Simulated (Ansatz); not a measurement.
# Si₂H₂: one structure at several levels

One table from this session's results is given with a row withheld; the runs are named, their logs left out.

The runs use Ansatz 0.2.0, Gaussian basis; single points in def2-TZVPP.

Correlated methods freeze the cores.

1 further run of the same task is left out (it didn't finish).

### The system as given

SMILES `[SiH]#[SiH]`, 4 atoms, charge 0, spin multiplicity 1.

Atoms are counted from 1 here; the program's logs count them from 0.

Bond lengths: Si1–Si2 2.286 Å, Si1–H3 1.533 Å, Si2–H4 1.579 Å. Angles: Si2–Si1–H3 93.9°, Si1–Si2–H4 78.9°.

Coordinates:

```
Si    0.2094   -0.1382    1.1486
Si   -1.0245   -0.0126   -0.7717
H     1.3337   -0.9511    0.4958
H    -0.0214    1.1898   -0.9743
```

Set-up of the first run:

Input file run/in.yaml:

```yaml
crystal:
  periodic: [false, false, false]
  atoms:
    - {symbol: Si, position_ang: [0.209420, -0.138168, 1.148578]}
    - {symbol: Si, position_ang: [-1.024549, -0.012629, -0.771660]}
    - {symbol: H, position_ang: [1.333679, -0.951074, 0.495753]}
    - {symbol: H, position_ang: [-0.021427, 1.189820, -0.974257]}
basis:
  gaussian: {orbitals: def2-TZVPP}
hamiltonian: {xc: pbe, dispersion: d4}
output: {forces: true}
```

Command:

```bash
$ ansatz run in.yaml --threads 2 --pin off --events-out ev --progress --plain --max-ram 3481MiB
```

Among the steps run: PBE-D4/def2-TZVPP; r2SCAN-D4/def2-TZVPP; PBE0-D4/def2-TZVPP; wB97M-V/def2-TZVPP; CCSD(T)/def2-TZVPP.

One of the session's tables, all rows but one given; the rest of the session is left out.

```
   method  RMS force component (eV/Å)  angle to CCSD(T) forces (°)
   PBE-D4                           ?                            ?
r2SCAN-D4                       0.242                         36.4
  PBE0-D4                       0.213                         27.0
  wB97M-V                       0.242                         14.0
  CCSD(T)                       0.212                    reference
```

**Question.** Estimate the row for PBE-D4.

The run gave: RMS force component (eV/Å): 0.173; angle to CCSD(T) forces (°): 43.2. In the column «RMS force component (eV/Å)» it is the lowest.

Caveats from the session: The reference is not at the basis limit: in triple zeta CCSD(T) underbinds, which counts against methods that bind more; the gaps are no ranking. The T1 diagnostic is large here, over the usual mark for main-group molecules (transition-metal compounds often pass it harmlessly), so CCSD(T) itself may be off.
